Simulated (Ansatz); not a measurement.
A single point on `CC(O)O`.

```yaml
crystal:
  periodic: [false, false, false]
  atoms:
    - {symbol: C, position_ang: [-0.477002, 0.980130, -0.151399]}
    - {symbol: C, position_ang: [-0.101207, -0.477318, -0.059470]}
    - {symbol: O, position_ang: [0.154962, -0.755581, 1.291539]}
    - {symbol: O, position_ang: [0.997451, -0.807782, -0.865485]}
    - {symbol: H, position_ang: [-0.674555, 1.250055, -1.189064]}
    - {symbol: H, position_ang: [-1.364664, 1.185558, 0.448202]}
    - {symbol: H, position_ang: [0.341148, 1.597944, 0.230041]}
    - {symbol: H, position_ang: [-0.911486, -1.112986, -0.438068]}
    - {symbol: H, position_ang: [0.393788, -1.685303, 1.355018]}
    - {symbol: H, position_ang: [1.724666, -0.225916, -0.618512]}
basis:
  gaussian: {orbitals: def2-TZVPP}
hamiltonian: {xc: pbe}
correlation: {method: rpa}
```

```sh
$ ansatz run in.yaml --threads 4 --pin off --events-out ev --progress --plain
```

Output, abridged:

```
Functional definition: PBE
1261 factors; integrals over basis functions are off by at most 8.8e-4 eV
mean field evaluation 1: about -6248.9678 eV, gradient 8.1e1 eV
mean field evaluation 2: about -6248.9593 eV, gradient 8.1e1 eV
mean field evaluation 4: about -6260.9357 eV, gradient 1.6e1 eV
mean field evaluation 8: about -6261.4298 eV, gradient 6.7e-1 eV
mean field evaluation 16: about -6261.4301 eV, gradient 8.6e-5 eV
mean field -6261.43008363 eV, -230.1033114237 hartree, gradient 2.0e-6 eV, S^2 0.000000; 0 other end points of the search recorded, 0 dependent functions left out
4 core orbitals not correlated: weight in the atoms' cores, before any rotation towards them, 1.000 or more for the frozen orbitals, at most 0.000 for the correlated occupied ones
reference -6231.72806385 eV, -229.0117823293 hartree; 13, 13 occupied and 191, 191 virtual orbitals, 1261 factors
Total energy: -6267.64653598 eV, -230.3317618337 hartree
```

Hardware: 4 threads of a server CPU on a shared host. Wall time 2.4 s, peak host memory 0.44 GiB.
